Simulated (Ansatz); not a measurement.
This geometry of C₂H₂FNO (7 atoms, charge 0, multiplicity 1) is a first-order saddle point.

These are results of UKS PBE/def2-SVP (Ansatz 0.2.0), not measurements.

```xyz
7
Properties=species:S:1:pos:R:3
N -0.772 0.595 1.762
C -0.359 0.286 0.625
C 0.396 -0.065 -0.418
O 0.512 -1.326 -0.906
F 0.974 0.887 -1.193
H -1.787 0.830 1.770
H 1.098 -1.274 -1.685
```

(1) Which two structures does it join? (They come from a converged band through this point; their orientation in space is the band's.)

(2) How far does it lie above each of them?

Results:

(1) No bond is made or broken.

Image 0:

```xyz
7
Properties=species:S:1:pos:R:3
N -0.732 0.439 1.741
C -0.293 0.290 0.588
C 0.363 0.063 -0.548
O 0.288 -1.100 -1.236
F 1.013 1.073 -1.183
H -1.732 0.722 1.774
H 1.153 -1.555 -1.181
```

Image 10:

```xyz
7
Properties=species:S:1:pos:R:3
N -0.778 0.549 1.724
C -0.275 0.309 0.611
C 0.513 0.037 -0.429
O 0.918 -1.206 -0.768
F 0.951 1.035 -1.239
H -1.814 0.640 1.701
H 0.546 -1.432 -1.647
```

(2) 0.122 eV above the first and 0.114 eV above the second. This is the barrier of this one path; another mechanism may lie lower.

Time of the run: 3.7 min on 2 threads of Intel(R) Xeon(R) Platinum 8488C (Sapphire Rapids), on a shared host, peak memory 0.18 GiB.
